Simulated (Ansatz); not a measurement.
SiF2H2 (SiH2F2). Charge 0, multiplicity 1. Geometry r2SCAN-D4/def2-TZVP.

```tsv
atom	x (Å)	y (Å)	z (Å)
Si1	0.0223	0.0500	-0.0048
F2	-0.8470	-0.4700	1.2165
F3	0.1335	-1.1284	-1.0617
H4	1.3748	0.3690	0.4851
H5	-0.6836	1.1794	-0.6350
```

(1) Estimate the orbital energies around the gap (eV) in Ansatz with PBE-D4/def2-SVP, PBE-D4/def2-TZVP, PBE-D4/def2-TZVPD, BLYP-D4/def2-TZVP, BHLYP-D4/def2-TZVP.

## Answers

(1) 
```tsv
orbital	PBE-D4/def2-SVP	PBE-D4/def2-TZVP	PBE-D4/def2-TZVPD	BLYP-D4/def2-TZVP	BHLYP-D4/def2-TZVP
HOMO−13	-139.50	-139.04	-139.10	-139.11	-154.35
HOMO−12	-96.43	-95.85	-95.90	-96.11	-107.17
HOMO−11	-96.36	-95.79	-95.85	-96.06	-107.13
HOMO−10	-96.27	-95.72	-95.77	-95.98	-107.08
HOMO−9	-29.51	-30.25	-30.33	-30.07	-37.40
HOMO−8	-28.99	-29.78	-29.86	-29.60	-36.92
HOMO−7	-14.00	-14.25	-14.31	-14.11	-18.47
HOMO−6	-11.76	-12.12	-12.19	-12.02	-16.30
HOMO−5	-11.40	-11.63	-11.69	-11.54	-15.74
HOMO−4	-11.27	-11.47	-11.54	-11.38	-15.62
HOMO−3	-10.04	-10.43	-10.51	-10.36	-14.69
HOMO−2	-9.80	-10.16	-10.23	-10.09	-14.31
HOMO−1	-9.79	-10.08	-10.14	-10.02	-13.59
HOMO	-8.18	-8.36	-8.41	-8.32	-11.37
LUMO	0.05	-0.57	-0.79	-0.48	1.11
LUMO+1	0.49	-0.29	-0.65	-0.21	1.39
LUMO+2	1.48	1.03	0.21	1.03	2.82
LUMO+3	2.54	2.12	0.82	2.16	3.66
LUMO+4	4.20	3.44	1.51	3.40	4.96
LUMO+5	7.41	3.49	1.69	3.42	4.97
```
